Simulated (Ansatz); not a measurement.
C3H6O3, SMILES `COCC(=O)O`. Total charge 0; spin multiplicity 1.

```xyz
12

C    -0.3948    0.7666   -1.4546
O    -0.9181   -0.3355   -0.7545
C    -0.7578   -0.2447    0.6211
C     0.6295   -0.5277    1.1648
O     0.9305   -0.3350    2.3107
O     1.4696   -1.0400    0.2586
H     0.6930    0.8403   -1.3437
H    -0.6318    0.6187   -2.5076
H    -0.8535    1.7044   -1.1136
H    -1.4178   -0.9861    1.0814
H    -1.0529    0.7380    1.0145
H     2.3041   -1.1991    0.7230
```

**Question.** Give the diagnostics of a CCSD(T)/def2-TZVPP run (frozen core, the Gaussian-basis code of Ansatz). (Best estimate.)

**Answer.** The calculation gave: T1 = 0.0138, largest single amplitude 0.029, largest double 0.028, (T) share of the correlation energy 3.9 %, 9 CCSD cycles. The RHF solution is stable towards an unrestricted one. T1 lies under the customary mark of 0.02 for closed shells.
